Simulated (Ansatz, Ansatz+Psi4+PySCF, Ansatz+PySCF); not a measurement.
```yaml
atoms:
  - { symbol: C, position_ang: [0.0626, 0.5939, 0.0000] }
  - { symbol: O, position_ang: [0.0626, -0.5969, 0.0000] }
  - { symbol: H, position_ang: [-0.8758, 1.2118, 0.0000] }
```

Basis set: cc-pVTZ (spherical functions). Frozen core: 2 orbitals. Correlation on ROHF uses semicanonical orbitals with singles. Charge 0, multiplicity 2.

Computed with Ansatz (development build ahead of 0.2.0); each method stands on the lowest determinant of its kind that the runs found.

Problem. Give the atomization energy at this shape (free ground-state atoms in the same class of orbitals less the molecule, no zero-point energy) of doublet CHO by ROHF-CCSD(T), ROHF-MP2, UHF-MP2.

Solution.

```tsv
method	atomization energy
ROHF-CCSD(T)	11.69 eV
ROHF-MP2	12.20 eV
UHF-MP2	12.16 eV
```
